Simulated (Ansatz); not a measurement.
Geometry optimisation, RKS BLYP-D4/6-31G* (Ansatz 0.2.0).

Input:

```yaml
crystal:
  periodic: [false, false, false]
  atoms:
    - { symbol: Si, position_ang: [0.22633, -0.120377, 0.195115] }
    - { symbol: C, position_ang: [0.511206, -0.089378, 2.056304] }
    - { symbol: H, position_ang: [-0.137384, -0.796494, 2.592554] }
    - { symbol: H, position_ang: [1.555795, -0.368784, 2.280697] }
    - { symbol: H, position_ang: [0.344413, 0.914365, 2.478099] }
    - { symbol: H, position_ang: [1.543163, -0.107141, -0.524366] }
    - { symbol: H, position_ang: [-0.536365, 1.06847, -0.297052] }
    - { symbol: H, position_ang: [-0.504576, -1.35384, -0.23196] }
    - { symbol: Si, position_ang: [-2.995522, 0.612364, 1.11949] }
    - { symbol: H, position_ang: [-3.147856, -0.245901, -0.091469] }
    - { symbol: H, position_ang: [-4.192601, 0.424116, 1.999878] }
    - { symbol: H, position_ang: [-2.909036, 2.047617, 0.715308] }
    - { symbol: H, position_ang: [-1.782569, 0.235883, 1.862404] }
basis:
  gaussian: { orbitals: "6-31G*" }
hamiltonian:
  xc: blyp
  dispersion: d4
relax:
  f_tol: 0.03
  max_steps: 50
```

Run as:

```bash
$ ansatz run input.yaml --threads 1 --pin off --max-ram 2048MiB --backend cpu --events-out ev --progress --plain --runs-dir out
```

**Question.** Where does it end, and by what steps?

**Answer.** The run converged. After 9 steps the energy has fallen by 0.250 eV; H5 moved furthest, 0.85 Å.

```json
{"step": "0", "energy less start (eV)": "0.0000", "largest force component (eV/Å)": "0.592", "accepted": "yes"}
{"step": "1", "energy less start (eV)": "-0.1396", "largest force component (eV/Å)": "0.201", "accepted": "yes"}
{"step": "2", "energy less start (eV)": "-0.1952", "largest force component (eV/Å)": "0.198", "accepted": "yes"}
{"step": "3", "energy less start (eV)": "-0.2215", "largest force component (eV/Å)": "0.114", "accepted": "yes"}
{"step": "4", "energy less start (eV)": "-0.1852", "largest force component (eV/Å)": "0.588", "accepted": "no"}
{"step": "5", "energy less start (eV)": "-0.2336", "largest force component (eV/Å)": "0.073", "accepted": "yes"}
{"step": "6", "energy less start (eV)": "-0.2412", "largest force component (eV/Å)": "0.145", "accepted": "yes"}
{"step": "7", "energy less start (eV)": "-0.2454", "largest force component (eV/Å)": "0.245", "accepted": "yes"}
{"step": "8", "energy less start (eV)": "-0.2462", "largest force component (eV/Å)": "0.122", "accepted": "yes"}
{"step": "9", "energy less start (eV)": "-0.2500", "largest force component (eV/Å)": "0.028", "accepted": "yes"}
```

```xyz
13
Properties=species:S:1:pos:R:3
Si 0.532 -0.158 0.145
C 0.833 -0.112 2.018
H -0.094 -0.343 2.566
H 1.596 -0.850 2.314
H 1.179 0.884 2.340
H 1.793 0.126 -0.614
H -0.483 0.870 -0.249
H 0.020 -1.499 -0.284
Si -3.480 0.661 1.181
H -3.436 -0.214 -0.029
H -4.842 0.598 1.794
H -3.171 2.071 0.797
H -2.473 0.185 2.176
```

The run took 31 s on 1 thread of Arm Neoverse V1, on a shared host, peak memory 0.12 GiB.
